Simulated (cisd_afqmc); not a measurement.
Input (AFQMC/CISD/cc-pV(D+d)Z; cisd_afqmc is a phaseless AFQMC code with CISD trial states that reads the integrals written by Ansatz): A basis named .json is the Basis Set Exchange file of that set.

Ansatz 0.2 input:
```python
import cisd_afqmc

open("ham.yaml", "w").write("""\
crystal:
  periodic: [false, false, false]
  atoms:
    - {symbol: C, position_ang: [0.15843431, -0.00360145, 0.66878908]}
    - {symbol: Cl, position_ang: [-0.06875929, 1.47284799, -0.15074332]}
    - {symbol: Cl, position_ang: [-0.03583858, -1.47140540, -0.17439705]}
    - {symbol: H, position_ang: [0.82755792, -0.00291530, 1.51465181]}
basis:
  gaussian:
    orbitals: cc-pV_D+d_Z.json
magnetization: {spin_polarized: true, initial_magnetization: 1}
correlation: {method: ccsd, electrons: outside_noble_gas, hamiltonian_folder: ham}
""")
rep = cisd_afqmc.ansatz("ham.yaml")
e_ccsd = rep["correlation"]["coupled_cluster"]["energy"]["hartree"]
out = cisd_afqmc.run("ham", e_ccsd, trial="CISD", walkers=100, populations=8, threads=8, dt=0.005, steps=40, early=24, settle=10, least=32,
    cut=5e-5, rank_cut=2e-4, target=0.0004, seconds=1500, seed=1, memory=17280, gpu=False)
```

Output:

```
orbitals 54, occupied [10, 9], factors 326 of 657, rank of the doubles 371 of 845
E(HF) = -957.409237
E(CCSD) on the cut factors = -957.838515, shift to the whole factors -0.000011
Energy of the trial state on the determinant = -957.838409
  tau behind 7.2 of longer steps, mean of the populations' last blocks
   2.0  -957.85198
   4.0  -957.85168
   6.0  -957.85204
   8.0  -957.85078
  10.0  -957.85204
  12.0  -957.85237
  14.0  -957.85391
  16.0  -957.85151
  18.0  -957.85115
  20.0  -957.85276
blocks 766 (0 outliers left out), error by blocks joined: 1: 0.00021, 2: 0.00026, 4: 0.00032, 8: 0.00036, 16: 0.00039
E(AFQMC/CISD) = -957.85202 +/- 0.00039
```
